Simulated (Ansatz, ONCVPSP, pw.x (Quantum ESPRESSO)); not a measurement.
# W (Z = 74) (bcc): variants of one ONCV potential in the solid

* Element: W
* Generator: ONCVPSP 4.0.1.1 (patched build)
* Type: optimised norm-conserving Vanderbilt (ONCV)
* Functional: PBE
* Relativity: scalar-relativistic
* Frozen core: [Kr] 4d10 4f14
* Valence charge: 14
* Reference configuration: 5s2 5p6 5d4 6s2
* Partial waves: 5s+6s: rc 1.45 bohr, ncon 4, nbas 8, qcut 8.4 1/bohr, 3 projectors, debl 0.9 Ha; 5p: rc 1.70 bohr, ncon 3, nbas 7, qcut 9.3 1/bohr, 2 projectors, debl 3.3 Ha; 5d: rc 2.55 bohr, ncon 4, nbas 8, qcut 5.2 1/bohr, 2 projectors, debl 1.2 Ha
* Local potential: polynomial inside 1.20 bohr (lpopt 2, dvloc0 0 Ha)
* Core correction: Teter function, fcfact 5.25, rcfact 1.4

Crystal test: bcc W in pw.x 7.5, no spin, 14³ k-points, Fermi–Dirac smearing 0.01 Ry, cutoffs set for each file from its atomic test. The reference is all-electron LAPW (Ansatz 0.2.0) with the same functional, mesh and smearing; V0 and B0 come from Birch–Murnaghan fits to the pressures at five volumes. Errors are pseudo minus all-electron; Δ is the rms difference of the E(V) curves that follow from these fits, minima aligned, over ±6 % about the mean V0. Mesh and smearing are coarse, so the numbers serve the comparison and aren't converged zero-temperature values; the lattice is a test structure that the element need not adopt.

All-electron: a0 = 3.184 Å (V0 = 16.15 Å³/atom), B0 = 300.6 GPa.

2 further variants are left out: they gave no file fit for a test, a broken result, the same result as the base, or pressures whose basis-set error rivals the error shown.

```tsv
change	cutoffs (Ry)	pw.x	a0 (Å)	a0 error (%)	B0 error (%)	Δ (meV/atom)	mean pressure error (GPa)
base	75/300	converged	3.173	-0.36	-0.3	11.5	-3.23
all radii but the core radius scaled by about 1.22 (s 1.78, p 2.08, d 3.12 bohr); local potential polynomial inside 1.46 bohr (lpopt 2, dvloc0 0 Ha)	60/240	converged	3.158	-0.84	+0.3	26.7	-7.37
core correction Teter function, fcfact 5.25, rcfact 1.92	75/300	converged	3.177	-0.25	-1.6	8.0	-2.24
```

Q: Give the row for: p: qcut 11.5.

A: pw.x: converged; mean pressure error (GPa): -3.24; a0 (Å): 3.173; a0 error (%): -0.36; B0 error (%): -0.3; Δ (meV/atom): 11.5.
